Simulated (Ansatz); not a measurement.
in.yaml

```yaml
crystal:
  periodic: [false, false, false]
  atoms:
    - {symbol: Cr, position_ang: [0.000000, 0.000000, 0.000000]}
    - {symbol: Cl, position_ang: [0.000000, 0.000000, 2.201800]}
basis:
  gaussian: {orbitals: def2-SVPD}
total_charge: 1
magnetization: {spin_polarized: false, initial_magnetization: 6}
correlation: {method: ccsd, electrons: outside_noble_gas, diis_vectors: 2}
```

```sh
$ ansatz run in.yaml --threads 1 --pin off --events-out ev --progress --plain --max-ram 2393MiB
```

Log:

```
622 factors; integrals over basis functions are off by at most 6.3e-4 eV
mean field evaluation 1: about -40876.8881 eV, gradient 2.5e1 eV
mean field evaluation 2: about -40876.9738 eV, gradient 2.5e1 eV
mean field evaluation 4: about -40878.5228 eV, gradient 1.4e1 eV
mean field evaluation 8: about -40879.2175 eV, gradient 1.1e0 eV
mean field evaluation 16: about -40879.2512 eV, gradient 9.2e-4 eV
mean field evaluation 32: about -40879.0785 eV, gradient 2.2e0 eV
mean field evaluation 64: about -40879.2512 eV, gradient 2.2e-2 eV
mean field evaluation 96: about -40879.2333 eV, gradient 8.0e-1 eV
mean field evaluation 128: about -40877.5737 eV, gradient 4.1e0 eV
mean field evaluation 160: about -40879.1643 eV, gradient 3.7e0 eV
...
cycle   3  -5.53989354 eV  change   -2.3e-3 eV  update   2.8e-3
cycle   4  -5.54042736 eV  change   -5.3e-4 eV  update   8.7e-4
cycle   5  -5.54054428 eV  change   -1.2e-4 eV  update   4.9e-4
cycle   6  -5.54065900 eV  change   -1.1e-4 eV  update   2.6e-4
cycle   7  -5.54070931 eV  change   -5.0e-5 eV  update   1.8e-4
cycle   8  -5.54076142 eV  change   -5.2e-5 eV  update   1.1e-4
cycle   9  -5.54077253 eV  change   -1.1e-5 eV  update   6.4e-5
cycle  10  -5.54077670 eV  change   -4.2e-6 eV  update   3.3e-5
cycle  11  -5.54077234 eV  change    4.4e-6 eV  update   1.6e-5
cycle  12  -5.54076968 eV  change    2.7e-6 eV  update   1.0e-5
Total energy: -40884.79198912 eV, -1502.4883928929 hartree
```

Ran on 1 thread of Arm Neoverse V2, shared host: 23 s wall, 0.17 GiB peak host memory.
